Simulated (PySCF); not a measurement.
Species: C5H4S (charge +1 and doublet state).
Structure used (GFN2-xTB), in Å, numbered top down from 1:
```
atom  x, y, z in Å
C1    -1.670    0.532    0.410
C2    -0.449    0.060    0.296
C3     0.273   -1.218    0.264
C4     1.484   -0.610    0.111
C5     0.927    0.729    0.123
S6     1.405    2.251    0.015
H7    -1.907    1.583    0.396
H8    -2.501   -0.149    0.528
H9    -0.057   -2.238    0.337
H10    2.503   -0.936    0.012
```

The species is `[CH2+][C]1C=CC1=S` [radical] (charge +1).

Computed with UKS B3LYP, pcH-1 on C H S, non-relativistic, mean-field spin-orbit, GIAO (PySCF). The structure is a single GFN2-xTB conformer in the gas phase; no vibrational or solvent corrections. Couplings are sensitive to structure, and on GFN2-xTB geometries they can be far from those on DFT ones, by a factor of two or more for some ions and for spin on atoms past the first row. Stability of the SCF solution: not tested.

Problem. Predict the first-order ENDOR lines of H8, H10, H7 and H9 under fast tumbling at B = 335.1 mT (X band).

Solution. For S = 1/2 in fast tumbling each set of equivalent nuclei gives two lines, ν± = |νn ± a/2| to first order, with νn = g_N μN B/h and μN/h = 7.62259 MHz/T.

```json
{"nuclei": "H8", "isotope": "1H", "g_N": "5.5857", "νn (MHz)": "14.27", "a_iso (MHz)": "18.18", "lower line (MHz)": "5.18", "upper line (MHz)": "23.36"}
{"nuclei": "H10", "isotope": "1H", "g_N": "5.5857", "νn (MHz)": "14.27", "a_iso (MHz)": "7.99", "lower line (MHz)": "10.27", "upper line (MHz)": "18.26"}
{"nuclei": "H7", "isotope": "1H", "g_N": "5.5857", "νn (MHz)": "14.27", "a_iso (MHz)": "3.97", "lower line (MHz)": "12.29", "upper line (MHz)": "16.25"}
{"nuclei": "H9", "isotope": "1H", "g_N": "5.5857", "νn (MHz)": "14.27", "a_iso (MHz)": "1.42", "lower line (MHz)": "13.56", "upper line (MHz)": "14.98"}
```

Problem. Which pairs are centred on the nuclear Larmor frequency, and which on half the coupling?

Solution. Centred on νn, since |a| < 2νn: H8, H10, H7 and H9. No pair has |a| > 2νn.

Problem. At what field would the lower line of H8 fall to zero frequency?

Solution. Where νn = |a|/2, that is B = 9.09 MHz/(5.5857 × 7.62259 MHz/T) = 213 mT, as far as first order holds there.

H7 and H8 aren't averaged: C1 is flat or nearly so (angle sum 360°), and its turn about the short C1–C2 bond (1.31 Å) is taken as slow.

The run took 38 s (with the writing of density and orbital grids) on Arm Neoverse V1, one thread (shared host), and the process peaked at 0.69 GiB of memory.

The SMILES draws the unpaired electron on C2; the largest computed Mulliken spin population is on S6 (0.95 against 0.10).
